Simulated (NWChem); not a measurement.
Program: NWChem. System: Na$_{2}$, charge 0, spin multiplicity 1, displaced from the optimised geometry. The structure started from a generated list of species. Level: PBE/def2-TZVP.

Part of the output:

```
             Northwest Computational Chemistry Package (NWChem) 7.3.0
             --------------------------------------------------------

                                NWChem Input Module
                                -------------------

 Scaling coordinates for geometry "geometry" by  1.889725989
 (inverse scale =  0.529177249)

 Turning off AUTOSYM since
 SYMMETRY directive was detected!

                             Geometry "geometry" -> ""
                             -------------------------

 Output coordinates in angstroms (scale by  1.889725989 to convert to a.u.)

  No.       Tag          Charge          X              Y              Z
 ---- ---------------- ---------- -------------- -------------- --------------
    1 Na                  11.0000     0.00000000     0.00000000     1.59372600
    2 Na                  11.0000     0.00000000     0.00000000    -1.59372600

 Effective nuclear repulsion energy (a.u.)      20.0882859190

            Nuclear Dipole moment (a.u.)
            ----------------------------
        X                 Y               Z
 ---------------- ---------------- ----------------
     0.0000000000     0.0000000000     0.0000000000

      Symmetry information
      --------------------

 Group name             D2h
 Group number             26
 Group order               8
 No. of unique centers     1

      Symmetry unique atoms

     1


 Summary of "ao basis" -> "" (spherical)
 ------------------------------------------------------------------------------
       Tag                 Description            Shells   Functions and Types
 ---------------- ------------------------------  ------  ---------------------
 *                         def2-tzvp                  on all atoms

  pbe96 is a nonlocal functional; adding pw91lda local functional.

                                 NWChem DFT Module
                                 -----------------

 Summary of "ao basis" -> "ao basis" (spherical)
 ------------------------------------------------------------------------------
       Tag                 Description            Shells   Functions and Types
 ---------------- ------------------------------  ------  ---------------------
 Na                        def2-tzvp                12       32   5s4p3d

 Summary of "ao basis" -> "ao basis" (spherical)
 ------------------------------------------------------------------------------
       Tag                 Description            Shells   Functions and Types
[...]
           0.000000000000         417.051968938483           0.000000000000
           0.000000000000           0.000000000000           0.000000000000

     Multipole analysis of the density
     ---------------------------------

     L   x y z        total         alpha         beta         nuclear
     -   - - -        -----         -----         ----         -------
     0   0 0 0     -0.000000    -11.000000    -11.000000     22.000000

     1   1 0 0     -0.000000     -0.000000     -0.000000      0.000000
     1   0 1 0     -0.000000     -0.000000     -0.000000      0.000000
     1   0 0 1      0.000000      0.000000      0.000000      0.000000

     2   2 0 0    -16.857198     -8.428599     -8.428599      0.000000
     2   1 1 0     -0.000000     -0.000000     -0.000000      0.000000
     2   1 0 1      0.000000      0.000000      0.000000      0.000000
     2   0 2 0    -16.857198     -8.428599     -8.428599      0.000000
     2   0 1 1      0.000000      0.000000      0.000000      0.000000
     2   0 0 2     -7.864026   -103.706079   -103.706079    199.548133

            General Information
            -------------------
          SCF calculation type: DFT
          Wavefunction type:  closed shell.
          No. of atoms     :     2
          No. of electrons :    22
           Alpha electrons :    11
            Beta electrons :    11
          Charge           :     0
          Spin multiplicity:     1
          Use of symmetry is: on ; symmetry adaption is: on
          Maximum number of iterations: 100
          AO basis - number of functions:    64
                     number of shells:    24
          Convergence on energy requested:  1.00D-06
          Convergence on density requested:  1.00D-05
          Convergence on gradient requested:  5.00D-04

              XC Information
              --------------
          PerdewBurkeErnzerhof Exchange Functional  1.000
            Perdew 1991 LDA Correlation Functional  1.000 local
           PerdewBurkeErnz. Correlation Functional  1.000 non-local

             Grid Information
             ----------------
          Grid used for XC integration:  fine
          Radial quadrature: Mura-Knowles
          Angular quadrature: Lebedev.
          Tag              B.-S. Rad. Rad. Pts. Rad. Cut. Ang. Pts.
          ---              ---------- --------- --------- ---------
          Na                  1.80      123          16.0       770
          Grid pruning is: on
          Number of quadrature shells:   123
          Spatial weights used:  Erf1

          Convergence Information
          -----------------------
          Convergence aids based upon iterative change in
          total energy or number of iterations.
          Levelshifting, if invoked, occurs when the
          HOMO/LUMO gap drops below (HL_TOL):  1.00D-02
          DIIS, if invoked, will attempt to extrapolate
          using up to (NFOCK): 10 stored Fock matrices.

                    Damping( 0%)  Levelshifting(0.5)       DIIS
                  --------------- ------------------- ---------------
          dE  on:    start            ASAP                start
          dE off:    2 iters        100 iters           100 iters

      Screening Tolerance Information
      -------------------------------
          Density screening/tol_rho:  1.00D-10
          AO Gaussian exp screening on grid/accAOfunc:  14
          CD Gaussian exp screening on grid/accCDfunc:  20
          XC Gaussian exp screening on grid/accXCfunc:  20
          Schwarz screening/accCoul:  1.00D-08

                            NWChem DFT Gradient Module
                            --------------------------

  charge          =   0.00
  wavefunction    = closed shell

  Using symmetry

                         DFT ENERGY GRADIENTS

    atom               coordinates                        gradient
                 x          y          z           x          y          z
   1 Na      0.000000   0.000000   3.011705    0.000000   0.000000   0.001741
   2 Na      0.000000   0.000000  -3.011705    0.000000   0.000000  -0.001741

                 ----------------------------------------
                 |  Time  |  1-e(secs)   |  2-e(secs)   |
                 ----------------------------------------
                 |  CPU   |       0.00   |       0.41   |
                 ----------------------------------------
                 |  WALL  |       0.00   |       0.41   |
                 ----------------------------------------

 Task  times  cpu:        1.1s     wall:        1.1s

 Total times  cpu:        1.1s     wall:        1.1s
```

Write an NWChem input that would produce this output.

This is not unique; one that fits is 
```
start mol
memory heap 200 mb stack 900 mb global 1100 mb
geometry units angstroms nocenter noautoz
  Na     0.000000     0.000000     1.593726
  Na     0.000000     0.000000    -1.593726
  symmetry group D2h
end
basis spherical
  * library def2-tzvp
end
dft
  xc xpbe96 cpbe96
  semidirect memsize 60000000 filesize 0
  iterations 100
  grid fine
end
task dft gradient
```
